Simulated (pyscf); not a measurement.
Elementary routes open to HO–Si(F)(F)–F + hydrogen (H₂) in the gas phase (singlet surface):
A. HO–SiH(F)–F + hydrogen fluoride (HF) (F–Si, H–H broken; H–Si, F–H formed)
B. F–SiH(F)–F + water (H₂O) (O–Si, H–H broken; H–Si, H–O formed)

PySCF, gas phase, ωB97X-D3(BJ)/def2-SVP geometries.

**Question.** Rank the routes by free-energy barrier at 900 K, lowest first, for ωB97M-D3(BJ)/def2-TZVP energies (ideal gas, 1 atm, RRHO with modes under 100 cm⁻¹ raised to 100, one conformer, R ln 2 for chiral ones without a mode under 150 cm⁻¹).

**Answer.** B (3.61 eV), A (3.83 eV)

Route B is the fastest of these, ahead of the next by 0.22 eV. The most stable products are those of B (ΔG = +1.02 eV), so kinetics and thermodynamics agree. At 298 K B is still the fastest. A: On the product side the descent ends in a complex (not fully relaxed), 0.28 eV under the separated species and 1.49 eV under the saddle at ωB97X-D3(BJ)/def2-TZVP. B: On the product side the descent ends in a complex, 0.22 eV under the separated species and 1.58 eV under the saddle at ωB97X-D3(BJ)/def2-TZVP. Only these routes are compared; each barrier is that of the saddle found, and lower ones may exist.
